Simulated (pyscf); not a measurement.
## Four-centre exchange: F–W(F)(F)(F)(F)–F (SMILES [F][W]([F])([F])([F])([F])[F]) + Cl–Si(Cl)(Cl)–Cl (SMILES Cl[Si](Cl)(Cl)Cl) → F–W(F)(F)(F)(F)–Cl (SMILES [F][W]([F])([F])([F])([F])[Cl]) + F–Si(Cl)(Cl)–Cl (SMILES F[Si](Cl)(Cl)Cl)

Gas phase, singlet surface, charge 0. Bonds broken: W1–F2, Si8–Cl9. Bonds formed: W1–Cl9, F2–Si8. Optimised with ωB97X-D3(BJ)/def2-SVP in PySCF.

Transition state (Å):

```xyz
12

W     -1.3259     0.5009    -0.7385
F      0.4312    -0.5154    -0.0392
F     -0.0617     1.8304    -0.6897
F     -2.0473     1.3998    -2.1791
F     -0.6485    -0.4693    -2.1491
F     -2.0690    -1.1106    -0.2573
F     -2.8824     1.2116    -0.0453
Si     0.9693    -0.7491     1.6619
Cl    -0.9209     0.6993     1.7321
Cl     0.0404    -2.5211     1.9886
Cl     1.4537     0.0662     3.4889
Cl     2.8699    -0.9997     0.9285
```

One imaginary mode, 75i cm⁻¹; descent along it reached the two sides named.

```tsv
bond	change	reactant side (Å)	saddle	product side
W1–F2	breaks	1.852	2.147	3.6
Si8–Cl9	breaks	2.049	2.382	3.6
W1–Cl9	forms	3.4	2.511	2.267
F2–Si8	forms	3.2	1.799	1.607
```

Electronic energies relative to the separated reactants (kJ/mol):

```json
[
 {"level": "ωB97X-D3(BJ)/def2-TZVP", "barrier": "134.5", "reaction energy": "-14.5", "reverse barrier": "149.0"},
 {"level": "PBE/def2-TZVP", "barrier": "153.3", "reaction energy": "-13.6", "reverse barrier": "166.9"},
 {"level": "r²SCAN/def2-TZVP", "barrier": "137.0", "reaction energy": "-16.3", "reverse barrier": "153.3"},
 {"level": "B3LYP-D3(BJ)/def2-TZVP", "barrier": "145.8", "reaction energy": "-15.5", "reverse barrier": "161.2"},
 {"level": "PBE0-D3(BJ)/def2-TZVP", "barrier": "138.9", "reaction energy": "-11.9", "reverse barrier": "150.9"},
 {"level": "M06-2X/def2-TZVP", "barrier": "132.6", "reaction energy": "-17.9", "reverse barrier": "150.5"},
 {"level": "ωB97M-D3(BJ)/def2-TZVP", "barrier": "149.7", "reaction energy": "-8.5", "reverse barrier": "158.2"},
 {"level": "HF/def2-TZVP", "barrier": "231.6", "reaction energy": "-12.8", "reverse barrier": "244.4"}
]
```

With ωB97M-D3(BJ)/def2-TZVP energies and thermal terms (ideal gas, 1 atm, RRHO with modes under 100 cm⁻¹ raised to 100, one conformer, R ln 2 for rigid chiral ones), in kJ/mol:

| T (K) | ΔH‡ | ΔG‡ | ΔH | ΔG |
|---|---|---|---|---|
| 298 | 152.2 | 203.5 | -8.2 | -16.0 |
| 600 | 154.6 | 254.6 | -8.2 | -24.0 |
| 900 | 157.1 | 304.1 | -8.3 | -31.9 |
| 1200 | 159.6 | 352.7 | -8.3 | -39.7 |

One saddle was located; it need not be the lowest between these sides. Elements past Kr carry the def2 core potentials, without spin-orbit coupling.
